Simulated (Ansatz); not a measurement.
A made-up structure of SiHClF (charge -1), closed shell:

F1  (-0.700, -0.403, 1.145)
Si2  (-0.339, -0.449, -0.499)
Cl3  (1.260, -0.332, 0.150)
H4  (-0.222, 1.183, -0.796)
(Å)

It is relaxed with PBE-D4/def2-SVPD and then PBE0-D4/def2-TZVPD (Ansatz 0.2.0). Atoms count as bonded within 1.22 times the sum of their covalent radii (H–H: 0.88 Å). The end point is not checked to be a true minimum.

Does its bonding change? (Judge from chemistry; the calculation decides.)

Computed: No: no bond forms or breaks.

Where it ends: The first stage lowers the energy by 4.02 eV in 7 steps. It ends as SiHClF ([F][SiH][Cl]), total charge -1:
```tsv
atom	x (Å)	y (Å)	z (Å)
F1	-1.0088	-0.3014	1.1018
Si2	-0.3986	-0.3970	-0.4532
Cl3	1.7842	-0.4338	0.0659
H4	-0.3769	1.1322	-0.7146
```

Labels in which every atom is bracketed show which atoms are joined, not bond orders.

For scale, one of the runs: PBE0-D4/def2-TZVPD relaxation, 138 basis functions, launched by `ansatz run in.yaml --threads 2 --pin off --events-out ev --progress --plain --max-ram 4352MiB`. The run took about 14 s on 2 CPU threads of an Arm Neoverse V1 (shared host).
